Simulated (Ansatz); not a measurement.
Input file:

```yaml
crystal:
  periodic: [false, false, false]
  atoms:
    - {symbol: N, position_ang: [0.000000, 0.000000, 0.000000]}
    - {symbol: As, position_ang: [0.000000, 0.000000, 1.806000]}
basis:
  gaussian: {orbitals: cc-pVDZ}
magnetization: {spin_polarized: true, initial_magnetization: 0}
hamiltonian: {xc: hf}
output: {forces: true, orbitals: {seedname: orbitals}}
```

```sh
$ ansatz run in.yaml --threads 1 --pin off --events-out ev --progress --plain --max-ram 2393MiB
```

The program prints:

```
465 factors; integrals over basis functions are off by at most 7.3e-4 eV
mean field evaluation 1: about -62268.6163 eV, gradient 2.8e1 eV
mean field evaluation 2: about -62268.6733 eV, gradient 2.8e1 eV
mean field evaluation 4: about -62273.1670 eV, gradient 1.9e0 eV
mean field evaluation 8: about -62273.2369 eV, gradient 1.8e-1 eV
mean field evaluation 16: about -62273.4779 eV, gradient 1.5e0 eV
mean field evaluation 32: about -62274.4248 eV, gradient 2.0e-5 eV
mean field evaluation 64: about -62269.4222 eV, gradient 1.0e1 eV
mean field evaluation 96: about -62270.9220 eV, gradient 3.2e0 eV
mean field evaluation 128: about -62272.7353 eV, gradient 9.4e0 eV
mean field -62275.46153785 eV, -2288.5809996922 hartree, gradient 1.6e-5 eV, S^2 1.547132; 6 other end points of the search recorded, 0 dependent functions left out
the calculation of the forces begins
reference -62275.46153785 eV, -2288.5809996922 hartree; 20, 20 occupied and 21, 21 virtual orbitals, 465 factors
Total energy: -62275.46153785 eV, -2288.5809996922 hartree
Atom 0 at     0.000000     0.000000     0.000000 Å, force    -0.000000     0.000000     1.360466 eV/Å
Atom 1 at     0.000000     0.000000     1.806000 Å, force     0.000000    -0.000000    -1.360466 eV/Å
Dipole moment:     0.000000    -0.000000     0.382202 e Å
```

Forces (eV/Å):
```
N    0.000  0.000  1.360
As   0.000  0.000 -1.360
```

Ran on 1 thread of INTEL XEON PLATINUM 8581C, shared host: 1.6 s wall, 0.2 GiB peak host memory.
